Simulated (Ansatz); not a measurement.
# CH6ClSi: the cost of one run

Computed with Ansatz 0.2.0, Gaussian basis. Level: r2SCAN-D4/def2-SVP, unrestricted.

### Step 1. The starting structure

The start, a first-order saddle point found at PBE0-D4 in triple zeta: 9 atoms, charge 0, spin multiplicity 2.

Atoms are counted from 1 here; the program's logs count them from 0.

Bond lengths: Cl1–Si2 2.389 Å, Cl1–H4 1.483 Å, Si2–C3 1.863 Å, Si2–H5 1.486 Å, Si2–H6 1.486 Å, C3–H7 1.092 Å, C3–H8 1.092 Å, C3–H9 1.094 Å. Angles: Si2–Cl1–H4 175.9°, Cl1–Si2–C3 106.0°, Cl1–Si2–H5 107.4°, Cl1–Si2–H6 107.4°, C3–Si2–H5 112.7°, C3–Si2–H6 112.7°, H5–Si2–H6 110.3°, Si2–C3–H7 110.5°, Si2–C3–H8 110.5°, Si2–C3–H9 110.7°, H7–C3–H8 108.3°, H7–C3–H9 108.4°, H8–C3–H9 108.4°.

Geometry (Å):

```
Cl    1.0848    0.3679    1.8732
Si   -0.2274   -0.7722    0.2342
C    -0.4062    0.4096   -1.1951
H     1.9038    1.1576    2.8252
H     0.5030   -2.0124   -0.1356
H    -1.5299   -1.1102    0.8646
H    -0.9015    1.3272   -0.8718
H     0.5737    0.6719   -1.5986
H    -1.0004   -0.0395   -1.9961
```

### Step 2. The run

Input file md/in.yaml:

```yaml
crystal:
  periodic: [false, false, false]
  atoms:
    - {symbol: Cl, position_ang: [1.084835, 0.367927, 1.873205]}
    - {symbol: Si, position_ang: [-0.227358, -0.772162, 0.234204]}
    - {symbol: C, position_ang: [-0.406242, 0.409578, -1.195099]}
    - {symbol: H, position_ang: [1.903783, 1.157638, 2.825226]}
    - {symbol: H, position_ang: [0.502975, -2.012396, -0.135585]}
    - {symbol: H, position_ang: [-1.529910, -1.110238, 0.864568]}
    - {symbol: H, position_ang: [-0.901489, 1.327229, -0.871837]}
    - {symbol: H, position_ang: [0.573693, 0.671907, -1.598564]}
    - {symbol: H, position_ang: [-1.000387, -0.039483, -1.996119]}
basis:
  gaussian: {orbitals: def2-SVP}
magnetization: {spin_polarized: true, initial_magnetization: 1}
hamiltonian: {xc: r2scan, dispersion: d4}
md: {n_steps: 60, timestep: 0.25, temperature: 700, ensemble: nvt_langevin, seed: 935, friction: 0.01, initial_velocities: maxwell_boltzmann}
```

On the command line:

```
$ ansatz run in.yaml --threads 4 --pin off --events-out ev --progress --plain --max-ram 9574MiB
```

**Question.** How long does this run take on 4 threads of Arm Neoverse N1, shared host?

About 3.4 min.
